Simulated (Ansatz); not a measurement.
Other spins and charges of SnH4, singlet at one geometry

Geometry (PBE0/def2-TZVP stationary point for this spin, not checked as a minimum):

```xyz
5

Sn    0.0000    0.0000    0.0000
H     0.9788    0.9872    0.9851
H    -0.9890   -0.9799    0.9822
H    -0.9784    0.9802   -0.9924
H     0.9886   -0.9875   -0.9749
```

Basis def2-SVP with its core potentials; Ansatz 0.2.0. Correlated methods freeze the noble-gas cores and the filled d shells of p-block atoms. Prefix R: restricted or restricted open-shell reference. Active spaces: valence = (8e, 8o) chosen from the atoms' valence shells. No spin–orbit coupling is included; scalar relativity enters through the core potentials alone.

Gaps are energies of the second state less the first, at fixed atoms, for a selection of the levels run; each method lands on the state that its own search finds for that charge and spin.

The largest doubles amplitude grows up the series, to 0.23: the determinant mixes near-degenerate terms, and the last step may understate the doubt.

Triplet less singlet: 7.785 eV at RCCSDTQ.

```json
{"level": "RHF", "gap (eV)": "7.548", "error (meV)": "-237"}
{"level": "RMP2", "gap (eV)": "7.785", "error (meV)": "0"}
{"level": "RCCSD", "gap (eV)": "7.839", "error (meV)": "54"}
{"level": "RCCSD(T)", "gap (eV)": "7.813", "error (meV)": "28"}
{"level": "BCCD(T)", "gap (eV)": "7.813", "error (meV)": "28"}
{"level": "RCCSDT", "gap (eV)": "7.793", "error (meV)": "8"}
{"level": "RCCSDT(Q)", "gap (eV)": "7.790", "error (meV)": "5"}
{"level": "CASSCF (valence space)", "gap (eV)": "7.784", "error (meV)": "-1"}
{"level": "NEVPT2 (valence space)", "gap (eV)": "7.770", "error (meV)": "-15"}
{"level": "MRCISD (valence space)", "gap (eV)": "7.843", "error (meV)": "58"}
{"level": "MRCISD+Q (valence space)", "gap (eV)": "7.836", "error (meV)": "51"}
{"level": "PBE", "gap (eV)": "7.178", "error (meV)": "-607"}
{"level": "r2SCAN", "gap (eV)": "7.320", "error (meV)": "-465"}
{"level": "PBE0", "gap (eV)": "7.393", "error (meV)": "-392"}
{"level": "B3LYP", "gap (eV)": "7.432", "error (meV)": "-353"}
{"level": "wB97M-V", "gap (eV)": "7.724", "error (meV)": "-61"}
{"level": "B2PLYP", "gap (eV)": "7.623", "error (meV)": "-162"}
{"level": "RPA-PBE", "gap (eV)": "7.714", "error (meV)": "-71"}
```

In so small a basis the reference is far from its limit while semilocal and hybrid functionals are nearer theirs (RPA and double hybrids share much of the reference's basis error), so the functionals' errors here hold much of the reference's basis and frozen-core error, which can add to them or hide them.

Full CI isn't at hand for all of this; RCCSDTQ serves as the reference, and is uncertain by about the last step of the cluster series.
